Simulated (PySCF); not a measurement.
# BH2F (SMILES [H]B([H])F) at B3LYP/STO-3G

Aim: the energy change on altering one bond length of BH2F at B3LYP/STO-3G, from 2 runs. The job is set up through a Python script.

The calculation is run with PySCF 2.14.0.

7 further runs of the same task are left out: 7 set aside as unsound or not needed.

## (1) The structure to begin with

BH2F: 4 atoms, total charge 0, spin state singlet. SMILES: `[H]B([H])F`. Geometry: relaxed at GFN2-xTB.

Bond lengths: B1–F4 1.306 Å, B1–H2 1.171 Å, B1–H3 1.171 Å. Angles: H2–B1–F4 117.3°, H3–B1–F4 117.3°, H2–B1–H3 125.4°.

## (2) The energy at B3LYP/STO-3G

Input file calc.py:

```python
from pyscf import gto, dft

mol = gto.Mole()
mol.atom = '''
B      0.056673     0.092975     0.001134
H      2.264686    -0.064194     0.029536
H     -1.092772     1.984553    -0.036755
F     -1.228587    -2.013314     0.006104
'''
mol.max_memory = 1860
mol.charge = 0
mol.spin = 0
mol.basis = 'sto-3g'
mol.verbose = 4
mol.unit = 'bohr'
mol.build()

mf = dft.RKS(mol)
mf.xc = 'b3lyp'
mf.conv_tol = 1e-10
mf.grids.level = 5
mf.kernel()
if not mf.converged:
    mf = mf.newton().run(mf.mo_coeff, mf.mo_occ)

e_tot = mf.e_tot
print('E(%s) = %.9f' % ('B3LYP', e_tot))
```

Run with:

```console
$ OMP_NUM_THREADS=1 python calc.py
```

Output:

```text
PySCF version 2.14.0

[INPUT] num. atoms = 4
[INPUT] num. electrons = 16
[INPUT] charge = 0
[INPUT] spin (= nelec alpha-beta = 2S) = 0
[INPUT] symmetry False subgroup None
[INPUT] Mole.unit = bohr
[INPUT] Symbol           X                Y                Z      unit          X                Y                Z       unit  Magmom
[INPUT]  1 B      0.029990060074   0.049200251185   0.000600086957 AA    0.056673000000   0.092975000000   0.001134000000 Bohr   0.0
[INPUT]  2 H      1.198420221090  -0.033970001878   0.015629778102 AA    2.264686000000  -0.064194000000   0.029536000000 Bohr   0.0
[INPUT]  3 H     -0.578270039131   1.050180221463  -0.019449908387 AA   -1.092772000000   1.984553000000  -0.036755000000 Bohr   0.0
[INPUT]  4 F     -0.650140242033  -1.065399887226   0.003230097695 AA   -1.228587000000  -2.013314000000   0.006104000000 Bohr   0.0

nuclear repulsion = 27.5083434166015
number of shells = 8
number of NR pGTOs = 36
number of NR cGTOs = 12
basis = sto-3g
ecp = {}

******** <class 'pyscf.dft.rks.RKS'> ********
method = RKS
initial guess = minao
damping factor = 0
level_shift factor = 0
DIIS = <class 'pyscf.scf.diis.CDIIS'>
diis_start_cycle = 1
diis_space = 8
diis_damp = 0
SCF conv_tol = 1e-10
SCF conv_tol_grad = None
SCF max_cycles = 50
direct_scf = True
direct_scf_tol = 1e-13
XC library pyscf.dft.libxc version 7.0.0
    S. Lehtola, C. Steigemann, M. J.T. Oliveira, and M. A.L. Marques.,  SoftwareX 7, 1–5 (2018)
XC functionals = b3lyp
    P. J. Stephens, F. J. Devlin, C. F. Chabalowski, and M. J. Frisch.,  J. Phys. Chem. 98, 11623 (1994)
radial grids:
    Treutler-Ahlrichs [JCP 102, 346 (1995); DOI:10.1063/1.469408] (M4) radial grids

becke partition: Becke, JCP 88, 2547 (1988); DOI:10.1063/1.454033
pruning grids: <function nwchem_prune>
grids dens level: 5
symmetrized grids: False
atomic radii adjust function: <function treutler_atomic_radii_adjust>
small_rho_cutoff = 0
Set gradient conv threshold to 1e-05
Initial guess from minao.
tot grids = 134120
init E= -124.128687022091
  HOMO = -0.315337814435841  LUMO = 0.00657113072108817  gap/eV = 8.75959
cycle= 1 E= -124.113980629029  delta_E= 0.0147  |g|= 0.345  |ddm|= 2.16
  HOMO = -0.133071948004994  LUMO = 0.0764094059244374  gap/eV = 5.70028
cycle= 2 E= -124.020321593876  delta_E= 0.0937  |g|= 0.709  |ddm|= 1.19
  HOMO = -0.225559604153468  LUMO = 0.0752619789093264  gap/eV = 8.18577
cycle= 3 E= -124.161849311083  delta_E= -0.142  |g|= 0.027  |ddm|= 0.701
  HOMO = -0.226290602849931  LUMO = 0.0819982205542474  gap/eV = 8.38897
cycle= 4 E= -124.162079529692  delta_E= -0.00023  |g|= 0.00431  |ddm|= 0.0318
  HOMO = -0.22743805796799  LUMO = 0.0812214415049028  gap/eV = 8.39905
cycle= 5 E= -124.162086192116  delta_E= -6.66e-06  |g|= 0.000144  |ddm|= 0.00647
  HOMO = -0.227381609328448  LUMO = 0.0812690240334348  gap/eV = 8.39881
cycle= 6 E= -124.162086200933  delta_E= -8.82e-09  |g|= 1.48e-05  |ddm|= 0.000243
  HOMO = -0.227379352319544  LUMO = 0.081268251741707  gap/eV = 8.39873
cycle= 7 E= -124.162086201011  delta_E= -7.86e-11  |g|= 8.52e-07  |ddm|= 1.94e-05
  HOMO = -0.227379696348004  LUMO = 0.081268247261027  gap/eV = 8.39874
Extra cycle  E= -124.162086201011  delta_E= 1.99e-13  |g|= 1.07e-06  |ddm|= 2.28e-06
converged SCF energy = -124.162086201011
E(B3LYP) = -124.162086201
```

Run time: 1.7 s. Hardware: 1 thread of Arm Neoverse V1, shared host; peak memory 0.17 GiB.

## (3) The distorted shape at the same level

Input file calc.py:

```python
from pyscf import gto, dft

system = gto.M(
    atom='''
B      0.699316     1.146140    -0.001351
H      2.907329     0.988971     0.027051
H     -0.450129     3.037718    -0.039240
F     -1.228587    -2.013314     0.006104
''',
    basis='sto-3g',
    max_memory=1860,
    unit='bohr',
    verbose=4,
)

mf = dft.RKS(system, xc='b3lyp')
mf.conv_tol = 1e-10
mf.grids.level = 5
mf.kernel()
if not mf.converged:
    mf = mf.newton().run(mf.mo_coeff, mf.mo_occ)

e_final = mf.e_tot
print('E = %.10f Eh' % e_final)
```

Run with:

```console
$ OMP_NUM_THREADS=1 python calc.py
```

Output:

```text
PySCF version 2.14.0

[INPUT] num. atoms = 4
[INPUT] num. electrons = 16
[INPUT] charge = 0
[INPUT] spin (= nelec alpha-beta = 2S) = 0
[INPUT] symmetry False subgroup None
[INPUT] Mole.unit = bohr
[INPUT] Symbol           X                Y                Z      unit          X                Y                Z       unit  Magmom
[INPUT]  1 B      0.370062090432   0.606511168524  -0.000714918412 AA    0.699316000000   1.146140000000  -0.001351000000 Bohr   0.0
[INPUT]  2 H      1.538492251447   0.523340915461   0.014314772733 AA    2.907329000000   0.988971000000   0.027051000000 Bohr   0.0
[INPUT]  3 H     -0.238198008774   1.607491138801  -0.020764913757 AA   -0.450129000000   3.037718000000  -0.039240000000 Bohr   0.0
[INPUT]  4 F     -0.650140242033  -1.065399887226   0.003230097695 AA   -1.228587000000  -2.013314000000   0.006104000000 Bohr   0.0

[... 62 lines left out ...]
converged SCF energy = -123.998489088379
E = -123.9984890884 Eh
```

Run time: 2.1 s. Hardware: 1 thread of Arm Neoverse V1, shared host; peak memory 0.17 GiB.

## (4) Summary of results

Level: B3LYP/STO-3G.

| quantity | value |
| --- | --- |
| first shape: total energy | -124.16209 Eh |
| first shape: dipole moment | 0.38 D |
| first shape: HOMO energy | -6.19 eV |
| first shape: LUMO energy | 2.21 eV |
| first shape: HOMO–LUMO gap | 8.40 eV |
| distorted shape: total energy | -123.99849 Eh |
| distorted shape: dipole moment | 0.96 D |
| distorted shape: HOMO energy | -4.24 eV |
| distorted shape: LUMO energy | 0.44 eV |
| distorted shape: HOMO–LUMO gap | 4.68 eV |
| energy change with the B1–F4 bond stretched from 1.306 to 1.959 Å | 4.452 eV |

With the B1–F4 bond stretched from 1.306 to 1.959 Å the energy rises by 4.45 eV (103 kcal/mol). The first shape isn't relaxed at this level, so the change isn't measured from a minimum. The minimal basis adds a large error of its own. Mulliken charges (first shape) run from -0.08 on F4 to +0.20 on B1; they depend strongly on the basis. Mulliken charges (distorted shape) run from -0.11 on F4 to +0.16 on B1.
